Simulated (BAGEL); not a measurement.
# CH5BS (SMILES CBS): PBE0/6-311+G(d,p) (density fitting with qzvpp-jkfit)

Aim: the energy change on altering one bond length of CH5BS at PBE0/6-311+G** (density fitting with qzvpp-jkfit), from 2 runs. 

The results are computed with BAGEL 1.2.2.

2 further runs of the same task are left out: 2 that didn't finish. Runs told in other sessions of the task aren't counted.

### Step 1. The structure to begin with

The species is CH5BS (8 atoms), meant as a singlet with charge 0. As SMILES, `CBS`. The coordinates come from a PBE0-D4/def2-TZVP relaxation. This is one conformer, not always the lowest.

Bond lengths: C1–B2 1.558 Å, B2–S3 1.782 Å, C1–H4 1.096 Å, C1–H5 1.096 Å, C1–H6 1.092 Å, B2–H7 1.195 Å, S3–H8 1.343 Å. Angles: C1–B2–S3 119.7°, C1–B2–H7 121.8°, S3–B2–H7 118.5°, B2–C1–H4 109.6°, B2–C1–H5 109.5°, B2–C1–H6 115.2°, B2–S3–H8 98.9°, H4–C1–H5 105.3°, H4–C1–H6 108.4°, H5–C1–H6 108.4°.

### Step 2. A single-point energy at PBE0/6-311+G(d,p) (density fitting with qzvpp-jkfit)

File calc.json:

```json
{ "bagel": [

{
  "title": "molecule",
  "basis": "6-311+gss.json",
  "df_basis": "qzvpp-jkfit",
  "angstrom": true,
  "geometry": [
    { "atom": "C", "xyz": [      -0.632700,       0.847900,      -0.265800 ] },
    { "atom": "B", "xyz": [       0.342600,      -0.361800,      -0.154300 ] },
    { "atom": "S", "xyz": [       0.598100,      -1.148000,       1.424500 ] },
    { "atom": "H", "xyz": [      -1.413900,       0.622700,      -1.001100 ] },
    { "atom": "H", "xyz": [      -0.096800,       1.714400,      -0.670300 ] },
    { "atom": "H", "xyz": [      -1.113300,       1.144600,       0.668300 ] },
    { "atom": "H", "xyz": [       0.932300,      -0.785200,      -1.103800 ] },
    { "atom": "H", "xyz": [       1.475800,      -2.091700,       1.046800 ] }
  ]
},

{
  "title": "ks",
  "xc_func": "pbe0",
  "charge": 0
},

{
  "title": "print",
  "file": "orbitals.molden",
  "orbitals": true
}

]}
```

The basis set 6-311+G** is read from a file made from the Basis Set Exchange's data (not shown).

The run is started by

```bash
$ BAGEL_NUM_THREADS=1 BAGEL calc.json > calc.out
```

Standard output:

```text
* using 1 threads per process

  ===============================================================
  ===============================================================

  *** Geometry ***

  { "atom" : "C", "xyz" : [     -1.195630,      1.602299,     -0.502289 ] },
  { "atom" : "B", "xyz" : [      0.647420,     -0.683703,     -0.291585 ] },
  { "atom" : "S", "xyz" : [      1.130245,     -2.169406,      2.691915 ] },
  { "atom" : "H", "xyz" : [     -2.671884,      1.176732,     -1.891805 ] },
  { "atom" : "H", "xyz" : [     -0.182925,      3.239746,     -1.266683 ] },
  { "atom" : "H", "xyz" : [     -2.103832,      2.162981,      1.262904 ] },
  { "atom" : "H", "xyz" : [      1.761792,     -1.483813,     -2.085880 ] },
  { "atom" : "H", "xyz" : [      2.788858,     -3.952740,      1.978165 ] },

  Number of auxiliary basis functions:      368

  Since a DF basis is specified, we compute 2- and 3-index integrals:
    o Being stored without compression. Storage requirement is 0.032 GB

  Number of basis functions:      104
  Number of electrons      :       32

    * METHOD: MOLECULE                             0.25

  *** Kohn-Sham DFT ***

    * Removing 13765 points whose weight is below 1.00e-10
    * Grid points: 105483

  === Nuclear Repulsion ===
    88.4338901975

       - DIIS with orbital gradients will be used.

  === KS iteration (pbe0 / 6-311+gss.json) ===
      0       -347.08386461          0.33492514           0.52
      1       -266.02208273          0.24797490           0.51
      2       -329.97454423          0.26073339           0.51
      3       -444.05994291          0.14031058           0.51
      4       -460.11529903          0.07932307           0.51
      5       -459.82008513          0.10692108           0.52
      6       -463.79641320          0.02127605           0.52
      7       -463.94670140          0.01012325           0.51
      8       -463.97250071          0.00484768           0.51
      9       -463.98088644          0.00141047           0.50
     10       -463.98149064          0.00051283           0.50
     11       -463.98159194          0.00007271           0.50
     12       -463.98159455          0.00001350           0.50
     13       -463.98159463          0.00000172           0.50
     14       -463.98159463          0.00000037           0.49
     15       -463.98159463          0.00000018           0.50
     16       -463.98159463          0.00000008           0.51
     17       -463.98159463          0.00000002           0.50
     18       -463.98159463          0.00000001           0.50
    * SCF iteration converged.

    * Permanent dipole moment:
           (   -0.104120,     0.047446,     0.257576) a.u.

    * METHOD: KS                                  10.46

    * METHOD: PRINT                                0.04

  ===============================================================
```

It took 11 s on 1 thread of Arm Neoverse N1, shared host; peak memory 0.49 GiB.

### Step 3. The distorted shape, same level

File dft.json:

```json
{ "bagel" : [

{
  "title" : "molecule",
  "basis" : "6-311+gss.json",
  "df_basis" : "qzvpp-jkfit",
  "angstrom" : true,
  "geometry" : [
    { "atom" : "C", "xyz" : [   -0.398312,    0.915468,   -0.045183 ] },
    { "atom" : "B", "xyz" : [    0.576988,   -0.294232,    0.066317 ] },
    { "atom" : "S", "xyz" : [    0.832488,   -1.080432,    1.645117 ] },
    { "atom" : "H", "xyz" : [   -1.413900,    0.622700,   -1.001100 ] },
    { "atom" : "H", "xyz" : [    0.137588,    1.781968,   -0.449683 ] },
    { "atom" : "H", "xyz" : [   -0.878912,    1.212168,    0.888917 ] },
    { "atom" : "H", "xyz" : [    1.166688,   -0.717632,   -0.883183 ] },
    { "atom" : "H", "xyz" : [    1.710188,   -2.024132,    1.267417 ] }
  ]
},
{
  "title" : "ks",
  "xc_func" : "pbe0"
},
{
  "title" : "print",
  "file" : "orbitals.molden",
  "orbitals" : true
}

]}
```

The basis set 6-311+G** is read from a file made from the Basis Set Exchange's data (not shown).

The run is started by

```bash
$ BAGEL_NUM_THREADS=1 BAGEL dft.json > dft.out
```

Standard output:

```text
* using 1 threads per process

  ===============================================================
  ===============================================================

  *** Geometry ***

  { "atom" : "C", "xyz" : [     -0.752701,      1.729984,     -0.085383 ] },
  { "atom" : "B", "xyz" : [      1.090349,     -0.556018,      0.125321 ] },
  { "atom" : "S", "xyz" : [      1.573174,     -2.041721,      3.108821 ] },
  { "atom" : "H", "xyz" : [     -2.671884,      1.176732,     -1.891805 ] },
  { "atom" : "H", "xyz" : [      0.260004,      3.367431,     -0.849778 ] },
  { "atom" : "H", "xyz" : [     -1.660903,      2.290666,      1.679810 ] },
  { "atom" : "H", "xyz" : [      2.204721,     -1.356128,     -1.668974 ] },
  { "atom" : "H", "xyz" : [      3.231787,     -3.825055,      2.395071 ] },

  Number of auxiliary basis functions:      368

  Since a DF basis is specified, we compute 2- and 3-index integrals:
    o Being stored without compression. Storage requirement is 0.032 GB

  Number of basis functions:      104
  Number of electrons      :       32

    * METHOD: MOLECULE                             0.25

  *** Kohn-Sham DFT ***

    * Removing 13356 points whose weight is below 1.00e-10
    * Grid points: 105892

  === Nuclear Repulsion ===
    87.3889794288

       - DIIS with orbital gradients will be used.

  === KS iteration (pbe0 / 6-311+gss.json) ===
      0       -347.54984143          0.33469360           0.53
      1       -268.91128501          0.24296033           0.53
      2       -330.66849775          0.26075946           0.52
      3       -442.76109857          0.14138687           0.51
      4       -460.21416292          0.07920338           0.50
      5       -459.85931117          0.10250497           0.51
      6       -463.78687345          0.01872523           0.52
      7       -463.91662603          0.00879728           0.51
      8       -463.94191359          0.00270139           0.51
      9       -463.94471622          0.00074918           0.51
     10       -463.94487341          0.00031709           0.51
     11       -463.94492256          0.00004066           0.50
     12       -463.94492335          0.00001127           0.50
     13       -463.94492340          0.00000235           0.52
     14       -463.94492340          0.00000096           0.51
     15       -463.94492340          0.00000019           0.51
     16       -463.94492340          0.00000006           0.51
     17       -463.94492340          0.00000002           0.51
     18       -463.94492340          0.00000001           0.51
    * SCF iteration converged.

    * Permanent dipole moment:
           (   -0.159885,     0.039757,     0.196710) a.u.

    * METHOD: KS                                  10.65

    * METHOD: PRINT                                0.03

  ===============================================================
```

Wall time 11 s (1 thread of Arm Neoverse N1, shared host); peak memory 0.49 GiB.

### Step 4. Results

At PBE0/6-311+G** (density fitting with qzvpp-jkfit):

```
                                                         quantity          value
                                        first shape: total energy  -463.98159 Eh
                                       first shape: dipole moment         0.72 D
                                         first shape: HOMO energy       -8.12 eV
                                         first shape: LUMO energy       -0.78 eV
                                       first shape: HOMO–LUMO gap        7.34 eV
                                    distorted shape: total energy  -463.94492 Eh
                                   distorted shape: dipole moment         0.65 D
                                     distorted shape: HOMO energy       -8.12 eV
                                     distorted shape: LUMO energy       -1.00 eV
                                   distorted shape: HOMO–LUMO gap        7.12 eV
energy change with the C1–H4 bond stretched from 1.096 to 1.425 Å       0.998 eV
```

What this shows: With the C1–H4 bond stretched from 1.096 to 1.425 Å the energy rises by 1.00 eV (23.0 kcal/mol). The first shape isn't relaxed at this level, so the change isn't measured from a minimum.
